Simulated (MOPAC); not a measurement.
MOPAC input (PM7):

```
PM7 1SCF GEO-OK AUX(PRECISION=9) THREADS=1
H6Si2

Si    0.00024600 1   -0.01101400 1    1.17211600 1
Si   -0.00024600 1    0.01101400 1   -1.17211600 1
H    -0.00038100 1    1.37523900 1    1.69966300 1
H    -1.20404700 1   -0.71203000 1    1.68030300 1
H     1.20549100 1   -0.71075200 1    1.67980900 1
H     0.00038100 1   -1.37523900 1   -1.69966300 1
H    -1.20549100 1    0.71075200 1   -1.67980900 1
H     1.20404700 1    0.71203000 1   -1.68030300 1
```

Output:

```
 *******************************************************************************
 **                                                                           **
 **                              MOPAC v23.2.5                                **
 **                                                                           **
 *******************************************************************************
 ** MOPAC's Digital Object Identifier: https://doi.org/10.5281/zenodo.6511958 **
 **                                                                           **
 ** Please cite the open-source release paper for use of this MOPAC version:  **
 ** J. E. Moussa and J. J. P. Stewart (2026)                                  **
 ** MOPAC: An open-source semiempirical molecular orbital program             **
 ** J. Open Source Softw., 11(119), 8025, https://doi.org/10.21105/joss.08025 **
 *******************************************************************************

                              PM7 CALCULATION RESULTS

 *******************************************************************************
 *  PM7        - The PM7 Hamiltonian to be used
 *  GEO-OK     - OVERRIDE INTERATOMIC DISTANCE AND OTHER SAFETY CHECKS
 *  1SCF       - DO 1 SCF AND THEN STOP
 *  AUX        - OUTPUT AUXILIARY INFORMATION
 *******************************************************************************
PM7 1SCF GEO-OK AUX(PRECISION=9) THREADS=1
 H6Si2

   ATOM   CHEMICAL          X               Y               Z
  NUMBER   SYMBOL      (ANGSTROMS)     (ANGSTROMS)     (ANGSTROMS)

     1      Si          0.00024600  *  -0.01101400  *   1.17211600  *
     2      Si         -0.00024600  *   0.01101400  *  -1.17211600  *
     3       H         -0.00038100  *   1.37523900  *   1.69966300  *
     4       H         -1.20404700  *  -0.71203000  *   1.68030300  *
     5       H          1.20549100  *  -0.71075200  *   1.67980900  *
     6       H          0.00038100  *  -1.37523900  *  -1.69966300  *
     7       H         -1.20549100  *   0.71075200  *  -1.67980900  *
     8       H          1.20404700  *   0.71203000  *  -1.68030300  *

          CARTESIAN COORDINATES

    NO.       ATOM           X           Y           Z

     1        Si          0.0002     -0.0110      1.1721
     2        Si         -0.0002      0.0110     -1.1721
     3         H         -0.0004      1.3752      1.6997
     4         H         -1.2040     -0.7120      1.6803
     5         H          1.2055     -0.7108      1.6798
     6         H          0.0004     -1.3752     -1.6997
     7         H         -1.2055      0.7108     -1.6798
     8         H          1.2040      0.7120     -1.6803

 General Reference for PM7:
 "Optimization of Parameters for Semiempirical Methods VI: More Modifications to the
 NDDO Approximations and Re-optimization of Parameters", J. J. P. Stewart, J. Mol. Mod., 1:32, 19 (2013)
 https://link.springer.com/article/10.1007/s00894-012-1667-x

           Empirical Formula: H6 Si2  =     8 atoms

      MOLECULAR POINT GROUP   :   D3d

      RHF CALCULATION, NO. OF DOUBLY OCCUPIED LEVELS = 7

 -------------------------------------------------------------------------------
 PM7 1SCF GEO-OK AUX(PRECISION=9) THREADS=1
 H6Si2

     1SCF WAS SPECIFIED, SO BFGS WAS NOT USED
     SCF FIELD WAS ACHIEVED

                              PM7 CALCULATION
                                                       MOPAC v23.2.5 Linux

          FINAL HEAT OF FORMATION =         23.82438 KCAL/MOL =      99.68120 KJ/MOL

          COSMO AREA              =        117.81 SQUARE ANGSTROMS
          COSMO VOLUME            =        109.26 CUBIC ANGSTROMS

          IONIZATION POTENTIAL    =         10.676310 EV
          HOMO LUMO ENERGIES (EV) =        -10.676  0.296
          NO. OF FILLED LEVELS    =          7
          MOLECULAR WEIGHT        =         62.2184         POINT GROUP:  D3d

          MOLECULAR DIMENSIONS (Angstroms)

            Atom       Atom       Distance
            H     6    H     3     4.37270
            H     7    H     5     4.02142
            H     4    H     8     3.85823

          SCF CALCULATIONS        =          1

   ATOM   CHEMICAL          X               Y               Z
  NUMBER   SYMBOL      (ANGSTROMS)     (ANGSTROMS)     (ANGSTROMS)

     1      Si          0.00024600  *  -0.01101400  *   1.17211600  *
     2      Si         -0.00024600  *   0.01101400  *  -1.17211600  *
     3       H         -0.00038100  *   1.37523900  *   1.69966300  *
     4       H         -1.20404700  *  -0.71203000  *   1.68030300  *
     5       H          1.20549100  *  -0.71075200  *   1.67980900  *
     6       H          0.00038100  *  -1.37523900  *  -1.69966300  *
     7       H         -1.20549100  *   0.71075200  *  -1.67980900  *
     8       H          1.20404700  *   0.71203000  *  -1.68030300  *

                             CARTESIAN COORDINATES

   1   Si        0.000246000    -0.011014000     1.172116000
   2   Si       -0.000246000     0.011014000    -1.172116000
   3    H       -0.000381000     1.375239000     1.699663000
   4    H       -1.204047000    -0.712030000     1.680303000
   5    H        1.205491000    -0.710752000     1.679809000
   6    H        0.000381000    -1.375239000    -1.699663000
   7    H       -1.205491000     0.710752000    -1.679809000
   8    H        1.204047000     0.712030000    -1.680303000

           Empirical Formula: H6 Si2  =     8 atoms

      MOLECULAR POINT GROUP   :   D3d

                  EIGENVALUES
 -20.08881 -16.25191 -12.80387 -12.80386 -12.32935 -12.32934 -10.67631   0.29631
   2.17395   2.17395   2.57345   2.57346   6.46396   8.47024  18.67912  18.67912
  19.89688  19.89688  20.19494  21.54763  21.67467  21.67467  22.65211  22.65211

              NET ATOMIC CHARGES AND DIPOLE CONTRIBUTIONS

  ATOM NO.   TYPE          CHARGE      No. of ELECS.   s-Pop       p-Pop       d-Pop
    1         Si          -0.058992        4.0590     0.92509     3.03999     0.09392
    2         Si          -0.058992        4.0590     0.92509     3.03999     0.09392
    3          H           0.019664        0.9803     0.98034
    4          H           0.019664        0.9803     0.98034
    5          H           0.019664        0.9803     0.98034
    6          H           0.019664        0.9803     0.98034
    7          H           0.019664        0.9803     0.98034
    8          H           0.019664        0.9803     0.98034
 DIPOLE           X         Y         Z       TOTAL
 POINT-CHG.     0.000     0.000    -0.000     0.000
 HYBRID        -0.000    -0.000     0.000     0.000
 SUM            0.000     0.000    -0.000     0.000

          ATOMIC ORBITAL ELECTRON POPULATIONS

     Atom    s        px        py        pz      x^2-y^2     xz        z^2       yz        xy
    1 Si   0.92509   1.01263   1.01263   1.01473   0.02026   0.01453   0.02319   0.01510   0.02083
    2 Si   0.92509   1.01263   1.01263   1.01473   0.02026   0.01453   0.02319   0.01510   0.02083
    3  H   0.98034
    4  H   0.98034
    5  H   0.98034
    6  H   0.98034
    7  H   0.98034
    8  H   0.98034

 **********************
 *                    *
 * JOB ENDED NORMALLY *
 *                    *
 **********************

 == MOPAC DONE ==
```

The geometry given is a B3LYP-D3(BJ)/def2-TZVP minimum.
